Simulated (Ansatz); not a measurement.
Input (CCSDT(Q)/cc-pVDZ; Ansatz, a first-principles code):

Ansatz 0.2 input:
```yaml
crystal:
  periodic: [false, false, false]
  atoms:
    - {symbol: C, position_ang: [0.61723220, 1.81496136, -0.01180263]}
    - {symbol: C, position_ang: [0.63017707, 0.50244316, -0.00264856]}
    - {symbol: C, position_ang: [-0.56023880, -0.34796635, 0.00166745]}
    - {symbol: C, position_ang: [-0.51540923, -1.68016968, 0.01100151]}
    - {symbol: H, position_ang: [-0.10835360, 2.61332352, -0.01833770]}
    - {symbol: H, position_ang: [1.58697970, -0.01948594, 0.00227373]}
    - {symbol: H, position_ang: [-1.51868680, 0.16047769, -0.00316319]}
    - {symbol: H, position_ang: [0.42761727, -2.21403873, 0.01598836]}
    - {symbol: H, position_ang: [-1.41812403, -2.27588747, 0.01393218]}
basis:
  gaussian:
    orbitals: cc-pVDZ
magnetization: {spin_polarized: true, initial_magnetization: 1}
correlation: {method: ccsdt_q, electrons: outside_noble_gas}
```

Output:

```
Functional definition: HF
integrals: 0.16 GiB planned
1543 factors; integrals over basis functions are off by at most 2.1e-7 eV
mean field: 0.28 GiB planned
mean field evaluation 1: about -4195.6943 eV, gradient 1.8e1 eV
mean field evaluation 2: about -4195.6971 eV, gradient 1.8e1 eV
mean field evaluation 4: about -4198.2632 eV, gradient 2.8e0 eV
mean field evaluation 8: about -4198.4110 eV, gradient 7.5e-1 eV
mean field evaluation 16: about -4198.6182 eV, gradient 1.7e-4 eV
mean field evaluation 32: about -4198.1281 eV, gradient 1.4e0 eV
mean field evaluation 64: about -4198.6095 eV, gradient 3.5e-1 eV
mean field evaluation 96: about -4195.9359 eV, gradient 7.6e-5 eV
mean field evaluation 128: about -4195.9358 eV, gradient 9.0e-2 eV
mean field evaluation 160: about -4195.6317 eV, gradient 3.1e0 eV
mean field evaluation 192: about -4197.8549 eV, gradient 2.4e0 eV
mean field evaluation 224: about -4198.4968 eV, gradient 6.8e-1 eV
mean field evaluation 256: about -4190.8602 eV, gradient 8.2e0 eV
mean field -4198.61823476 eV, -154.2963742019 hartree, gradient 1.6e-6 eV, S^2 1.253618; 4 other end points of the search recorded, 0 dependent functions left out
determinant -4198.61823476 eV, -154.2963742019 hartree, with singles and doubles -4213.17551312 eV, -154.8313443142 hartree
determinant -4195.93594062 eV, -154.1978017103 hartree, with singles and doubles -4210.34091610 eV, -154.7271747952 hartree
4 core orbitals not correlated
reference -4198.61823476 eV, -154.2963742019 hartree; 11, 10 occupied and 66, 67 virtual orbitals, 1543 factors
second order -12.77018202 eV of doubles, -0.00000000 eV of singles
coupled cluster: 8.28 GiB planned
cycle   1  -13.66759003 eV  change   -9.0e-1 eV  update   1.2e-1
cycle   2  -14.54565340 eV  change   -8.8e-1 eV  update   6.4e-2
cycle   3  -15.07669206 eV  change   -5.3e-1 eV  update   5.2e-2
cycle   4  -15.09533233 eV  change   -1.9e-2 eV  update   3.3e-2
cycle   5  -15.14829573 eV  change   -5.3e-2 eV  update   2.1e-2
cycle   6  -15.19763176 eV  change   -4.9e-2 eV  update   9.4e-3
cycle   7  -15.19645412 eV  change    1.2e-3 eV  update   5.5e-3
cycle   8  -15.19618610 eV  change    2.7e-4 eV  update   3.3e-3
cycle   9  -15.20273480 eV  change   -6.5e-3 eV  update   2.2e-3
cycle  10  -15.20203981 eV  change    6.9e-4 eV  update   1.5e-3
cycle  11  -15.20284118 eV  change   -8.0e-4 eV  update   9.9e-4
cycle  12  -15.20448055 eV  change   -1.6e-3 eV  update   5.3e-4
cycle  13  -15.20462382 eV  change   -1.4e-4 eV  update   3.1e-4
cycle  14  -15.20497964 eV  change   -3.6e-4 eV  update   1.5e-4
cycle  15  -15.20518918 eV  change   -2.1e-4 eV  update   8.4e-5
cycle  16  -15.20518279 eV  change    6.4e-6 eV  update   5.0e-5
cycle  17  -15.20522872 eV  change   -4.6e-5 eV  update   3.3e-5
cycle  18  -15.20521593 eV  change    1.3e-5 eV  update   2.0e-5
cycle  19  -15.20519985 eV  change    1.6e-5 eV  update   1.1e-5
cycle  20  -15.20519598 eV  change    3.9e-6 eV  update   6.4e-6
cycle  21  -15.20519031 eV  change    5.7e-6 eV  update   3.5e-6
cycle  22  -15.20518494 eV  change    5.4e-6 eV  update   2.3e-6
cycle  23  -15.20518213 eV  change    2.8e-6 eV  update   1.5e-6
cycle  24  -15.20518082 eV  change    1.3e-6 eV  update   1.0e-6
coupled cluster: 8.28 GiB planned
perturbative correction -0.04529216 eV, -0.0016644561 hartree
Total energy: -4213.86870775 eV, -154.8568187469 hartree
```

The determinant is spin-contaminated: <S^2> is 1.25, 0.50 over the pure value.
